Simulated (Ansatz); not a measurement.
# SiH (doublet): the correlation ladder at distance Si1–H2 = 1.206 Å, cc-pVTZ

How much of the correlation energy of SiH (doublet) does each wave-function method recover here?

Method: cc-pVTZ, core rule «outside noble gas», up to 5 orbitals frozen; program: Ansatz 0.2.0, Gaussian basis.

To be run: UHF; CCSD(T) on ROHF; CCSD(T) on UHF; BCCD(T) on ROHF; CISD; CCSDT(Q) on ROHF; CCSDT(Q) on UHF; CASSCF and MRCISD+Q, 3 electrons in 3 orbitals; CASSCF and NEVPT2, 3 electrons in 3 orbitals; CASSCF and MRCISD+Q, 5 electrons in 5 orbitals; CASSCF and NEVPT2, 5 electrons in 5 orbitals; Full CI.

22 further runs of the same task are left out: 1 for a known fault of the program, 19 that didn't finish, 2 set aside as unsound or not needed.

### 1 What is computed

The geometry derives from a PBE0/def2-TZVP stationary point (not a proven minimum). One bond is set to the value named and the two fragments are kept rigid.

2 atoms, charge 0, spin multiplicity 2.

Atoms are counted from 1 here; the program's logs count them from 0.

Bond lengths: Si1–H2 1.206 Å.

### 2 UHF

in.yaml

```yaml
crystal:
  periodic: [false, false, false]
  atoms:
    - {symbol: Si, position_ang: [0.000000, 0.000000, 0.000000]}
    - {symbol: H, position_ang: [0.000000, 0.000000, 1.206000]}
basis:
  gaussian: {orbitals: cc-pVTZ}
magnetization: {spin_polarized: true, initial_magnetization: 1}
hamiltonian: {xc: hf}
output: {orbitals: {seedname: orbitals}}
```

Launch:

```sh
$ ansatz run in.yaml --threads 1 --pin off --events-out ev --progress --plain --max-ram 2393MiB
```

After this run come: CCSD(T) on ROHF; CCSD(T) on UHF; BCCD(T) on ROHF; CISD; CCSDT(Q) on ROHF; CCSDT(Q) on UHF; CASSCF and MRCISD+Q, 3 electrons in 3 orbitals; CASSCF and NEVPT2, 3 electrons in 3 orbitals; CASSCF and MRCISD+Q, 5 electrons in 5 orbitals; CASSCF and NEVPT2, 5 electrons in 5 orbitals; Full CI.

Before running them: what should the planned runs give, taken together? Wanted: FCI below the RHF energy; RMP2 from FCI; UMP2 from FCI; RCCSD from FCI; RCCSD(T) from FCI; UCCSD(T) from FCI; RCCSDT(Q) from FCI; UCCSDT(Q) from FCI; NEVPT2 pair from FCI.

**Answer**, as computed:

```
                         quantity                                                                                               value
         FCI below the RHF energy                                                                                          -3.0699 eV
                    RMP2 from FCI                                                                                        +68.7 kJ/mol
                    UMP2 from FCI                                                                                        +70.9 kJ/mol
                   RCCSD from FCI                                                                                        +10.0 kJ/mol
                RCCSD(T) from FCI                                                                                         +2.1 kJ/mol
                UCCSD(T) from FCI                                                                                         +2.1 kJ/mol
               RCCSDT(Q) from FCI                                                                                          0.0 kJ/mol
               UCCSDT(Q) from FCI                                                                                          0.0 kJ/mol
             NEVPT2 pair from FCI                                                                                        +59.6 kJ/mol
           MRCISD+Q pair from FCI                                                                                          0.0 kJ/mol
          NEVPT2 valence from FCI                                                                                        +63.4 kJ/mol
levels within 1 kcal/mol (43 meV)  RCCSD(T), UCCSD(T), BCCD(T), RCCSDT, UCCSDT, RCCSDT(Q), UCCSDT(Q), MRCISD+Q pair, MRCISD+Q valence
                    T1 diagnostic                                                                                               0.022
   effectively unpaired electrons                                                                                                1.07
```

What this shows: RCCSD(T) misses by +2.1 kJ/mol, 0.7 % of the correlation energy. One determinant dominates. Of the multireference levels listed MRCISD+Q pair comes nearest in total energy (0.0 kJ/mol), which doesn't show that its space is the better one. Coupled cluster took another determinant than the lowest Hartree-Fock one. These misses are within one basis, not against nature; the frozen cores of restricted and unrestricted runs differ, which can shift their rows.
